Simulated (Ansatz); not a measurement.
`O=COCCO`, charge 0, multiplicity 1.

(1) Give a relaxed structure at PBE0-D4/def2-TZVP (the Gaussian-basis code of Ansatz). (Best estimate.)

Results:

(1) The calculation gave: 
Cartesian coordinates in Å:
```
O 0.530 -1.992 -1.765
C 0.747 -0.818 -1.810
O 0.381 0.077 -0.894
C -0.323 -0.443 0.246
C -0.662 0.733 1.121
O 0.480 1.380 1.624
H 1.282 -0.306 -2.623
H 0.324 -1.153 0.767
H -1.221 -0.968 -0.090
H -1.306 1.429 0.566
H -1.228 0.374 1.984
H 0.997 1.686 0.873
```
This is one stationary point; other conformers may exist.
